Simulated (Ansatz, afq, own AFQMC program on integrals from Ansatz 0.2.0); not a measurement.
# CH2B, doublet → CH2B⁻, triplet

```yaml
atoms:
  - { symbol: B, position_ang: [0.0000, 0.0000, 0.8265] }
  - { symbol: C, position_ang: [0.0000, 0.0000, -0.5553] }
  - { symbol: H, position_ang: [0.0000, -0.9252, -1.1237] }
  - { symbol: H, position_ang: [0.0000, 0.9252, -1.1237] }
```

Connectivity, by distances: B–CH2.

E(triplet, charge -1) − E(doublet, charge +0) at this geometry, on ROHF and UHF determinants.

Basis aug-cc-pVDZ. Noble-gas cores (and the filled d shells of Ga–Kr and In–Xe) are frozen. Ansatz 0.2.0 and our own AFQMC program on the same integrals; the CISD trial comes from CCSD amplitudes, and released means the phaseless constraint is let go. Error bars are statistical, one sigma. The errors of all members are added in quadrature.

No full CI on the walks' own integrals is used here; CCSDT(Q) serves as the reference and is uncertain by about the last step of the cluster series. Each member takes its own surest rung, up to full CI.

Errors are counted within aug-cc-pVDZ, not against nature.

Cautions: CH₂B (doublet): a spin-contaminated unrestricted determinant lies lower (UHF 152 meV lower, ⟨S²⟩ 0.91), its ph-AFQMC/CISD value lies 24 ± 4 meV above CCSDT(Q); CH₂B⁻ (triplet): another spin lies lower, at this level and basis the anion state lies above a neutral one, unrestricted determinant spin contaminated (⟨S²⟩ 2.14 against 2.00); at this level and basis the anion state lies above a neutral one.

```tsv
level	vertical energy of electron attachment (eV)
CCSD	0.193
MP2	0.231
```

Problem. From these cheaper values, estimate the vertical energy of electron attachment at the reference level in aug-cc-pVDZ.

Solution. 0.160 eV (CCSDT(Q) in aug-cc-pVDZ).

| level | vertical energy of electron attachment (eV) | error against CCSDT(Q) (eV) |
| --- | --- | --- |
| HF | 0.422 | 0.262 |
| CCSD(T) | 0.171 | 0.010 |
| CCSDT | 0.164 | 0.004 |
| ph-AFQMC/HF | 0.151 ± 0.035 | -0.010 ± 0.035 |
| ph-AFQMC/CISD | 0.151 ± 0.007 | -0.010 ± 0.007 |
| released AFQMC | 0.163 ± 0.005 | 0.003 ± 0.005 |

Correlation beyond CCSD(T) takes off 0.010 eV. The perturbative (T) step is worth −0.023 eV. Where the cautions show a poor determinant, the low rows tell how each method copes with it, not its usual error.

A walk keeps the symmetry of its determinant, which the program's search chose and which needn't be the lowest solution, so a lower state of the same spin and another symmetry isn't excluded. Released energies are given only where the last usable release times agree within the noise; a slower fall can still hide under it.
